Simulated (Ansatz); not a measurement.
# C₂H₃NO₂: small, medium and large basis sets

One table from this session's results is given with a row withheld; the runs are named, their logs left out.

Program: Ansatz 0.2.0, Gaussian basis. Level of theory: one geometry, several basis sets. These are calculated values, not measurements.

Plan: PBE0-D4/def2-SVP; ωB97M-V/def2-SVP; PBE0-D4/def2-QZVPP; ωB97M-V/def2-QZVPP; the functionals' def2-TZVPP values are taken from earlier runs.

**Structure used throughout**

All runs share one geometry, relaxed beforehand with PBE0-D4 in a triple-zeta def2 set.

8 atoms, charge 0, spin multiplicity 1.

Atoms are counted from 1 here; the program's logs count them from 0.

Bond lengths: N1–C2 1.291 Å, N1–H6 1.019 Å, N1–H7 1.011 Å, C2–C3 1.457 Å, C3–O4 1.344 Å, C3–O5 1.208 Å, O4–H8 0.968 Å. Angles: C2–N1–H6 125.2°, C2–N1–H7 119.8°, H6–N1–H7 114.9°, N1–C2–C3 115.7°, C2–C3–O4 113.1°, C2–C3–O5 123.2°, O4–C3–O5 123.5°, C3–O4–H8 106.3°.

The first run:

File in.yaml:

```yaml
crystal:
  periodic: [false, false, false]
  atoms:
    - {symbol: N, position_ang: [-0.352261, 1.404662, -0.401751]}
    - {symbol: C, position_ang: [0.398159, 0.417687, -0.760183]}
    - {symbol: C, position_ang: [0.483563, -0.687953, 0.185509]}
    - {symbol: O, position_ang: [-0.305726, -1.725023, -0.144026]}
    - {symbol: O, position_ang: [1.261560, -0.708244, 1.109831]}
    - {symbol: H, position_ang: [-0.895786, 1.447112, 0.459423]}
    - {symbol: H, position_ang: [-0.406126, 2.231563, -0.980602]}
    - {symbol: H, position_ang: [-0.091282, -2.437004, 0.476098]}
basis:
  gaussian: {orbitals: def2-SVP}
hamiltonian: {xc: pbe0, dispersion: d4}
output: {orbitals: {seedname: orbitals}}
```

The run is started by

```
ansatz run in.yaml --threads 2 --pin off --events-out ev --progress --plain --max-ram 4352MiB
```

Among the steps run: PBE0-D4 in def2-SVP; ωB97M-V in def2-SVP; PBE0-D4 in def2-QZVPP; ωB97M-V in def2-QZVPP.

One table of the session follows, with a row left open; its other results are not shown here.

It belongs to the step «Functionals by basis». 

```
functional       basis  HOMO (eV)
   PBE0-D4    def2-SVP      -6.37
   PBE0-D4  def2-TZVPP      -6.64
   PBE0-D4  def2-QZVPP      -6.69
   ωB97M-V    def2-SVP      -8.62
   ωB97M-V  def2-TZVPP      -8.95
   ωB97M-V  def2-QZVPP          ?
```

Estimate the missing values for ωB97M-V, def2-QZVPP.

As computed: HOMO (eV): -9.00. In the column «HOMO (eV)» it is the lowest.
